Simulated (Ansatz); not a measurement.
A run for Ansatz (a program for electronic structure): R-CCSD(T)/aug-cc-pVTZ on HF (SMILES F) with ghost functions.

Ansatz 0.2 input:
```yaml
crystal:
  periodic: [false, false, false]
  atoms:
    - {symbol: H, position_ang: [0.00000000, 0.80267982, 1.69529329]}
    - {symbol: F, position_ang: [0.00000000, -0.04596666, 1.34034818]}
basis:
  gaussian:
    orbitals: aug-cc-pVTZ
    ghost_atoms:
      - {symbol: H, position_ang: [0.00000000, -0.12040787, -0.49082840]}
      - {symbol: F, position_ang: [0.00000000, 0.00976945, -1.40424978]}
magnetization: {spin_polarized: false}
correlation: {method: ccsd_t, electrons: outside_noble_gas}
scf: {lower_state_search: off}
```

The log:

```
WARN ansatz: RAYON_NUM_THREADS=1 ignored (pool sized by the plan → 1); use --threads N
Functional definition: HF
these checks for a lower state are left out or cut short: stability, starts, cluster_reference, orbital_swaps, neighbouring_geometries, increment
integrals: 0.27 GiB planned
823 factors; integrals over basis functions are off by at most 1.3e-3 eV
mean field: 0.20 GiB planned
mean field evaluation 1: about -2721.8380 eV, gradient 2.5e1 eV
mean field evaluation 2: about -2721.8380 eV, gradient 2.5e1 eV
mean field evaluation 4: about -2722.7960 eV, gradient 1.2e0 eV
mean field evaluation 8: about -2722.8006 eV, gradient 5.0e-5 eV
mean field -2722.80055547 eV, -100.0610748330 hartree, gradient 1.8e-6 eV, S^2 0.000000; 0 other end points of the search recorded, 0 dependent functions left out
1 core orbitals not correlated
reference -2722.80055547 eV, -100.0610748330 hartree; 4, 4 occupied and 133, 133 virtual orbitals, 823 factors
second order -7.62721150 eV of doubles, -0.00000000 eV of singles
coupled cluster: 0.55 GiB planned
cycle   1  -7.50901128 eV  change    1.2e-1 eV  update   4.7e-2
cycle   2  -7.63327226 eV  change   -1.2e-1 eV  update   1.3e-2
cycle   3  -7.66408636 eV  change   -3.1e-2 eV  update   5.6e-3
cycle   4  -7.65917765 eV  change    4.9e-3 eV  update   9.4e-4
cycle   5  -7.65878799 eV  change    3.9e-4 eV  update   3.1e-4
cycle   6  -7.65890945 eV  change   -1.2e-4 eV  update   8.0e-5
cycle   7  -7.65888798 eV  change    2.1e-5 eV  update   2.4e-5
cycle   8  -7.65887648 eV  change    1.1e-5 eV  update   6.4e-6
cycle   9  -7.65887506 eV  change    1.4e-6 eV  update   2.0e-6
perturbative correction -0.20556315 eV, -0.0075543065 hartree
Total energy: -2730.66499368 eV, -100.3500876067 hartree
Checks for a lower state left out: stability, starts, cluster_reference, orbital_swaps, neighbouring_geometries, increment
```

The calculation finished and met its thresholds.

Cost: about 6 core-seconds (a rough figure).
